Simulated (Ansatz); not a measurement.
```yaml
crystal:
  periodic: [false, false, false]
  atoms:
    - {symbol: Co, position_ang: [0.000000, 0.000000, 0.000000]}
    - {symbol: Cl, position_ang: [0.000000, 0.000000, 2.280000]}
basis:
  gaussian: {orbitals: def2-TZVP}
magnetization: {spin_polarized: true, initial_magnetization: 2}
hamiltonian: {xc: pbe0}
relax: {f_tol: 0.004, max_steps: 80}
```

```sh
$ ansatz run in.yaml --threads 1 --pin off --events-out ev --progress --plain --max-ram 2176MiB
```

Steps of the relaxation (energy above the last step; positions in Å, forces in eV/Å):

```
2
step 1, 178.7 meV
Co    0.000    0.000    0.000    0.000    0.000    1.653
Cl    0.000    0.000    2.280    0.000    0.000   -1.653
```

```
2
step 2, 30.3 meV
Co    0.000    0.000    0.058    0.000    0.000    0.808
Cl    0.000    0.000    2.222    0.000    0.000   -0.808
```

```
2
step 3, 4.6 meV
Co    0.000    0.000    0.107    0.000    0.000   -0.365
Cl    0.000    0.000    2.173    0.000    0.000    0.365
```

```
2
step 4, 0.1 meV
Co    0.000    0.000    0.092    0.000    0.000    0.056
Cl    0.000    0.000    2.188    0.000    0.000   -0.056
```

```
2
step 5, 0.0 meV
Co    0.000    0.000    0.094    0.000    0.000    0.002
Cl    0.000    0.000    2.186    0.000    0.000   -0.002
```

Close pairs at the end: Co1–Cl2 2.092 Å.

A stationary point of unrestricted PBE0 after 5 steps, with ⟨S²⟩ = 2.062 against 2.00 for a pure state. 55 s on 1 thread of Arm Neoverse V2, shared host.
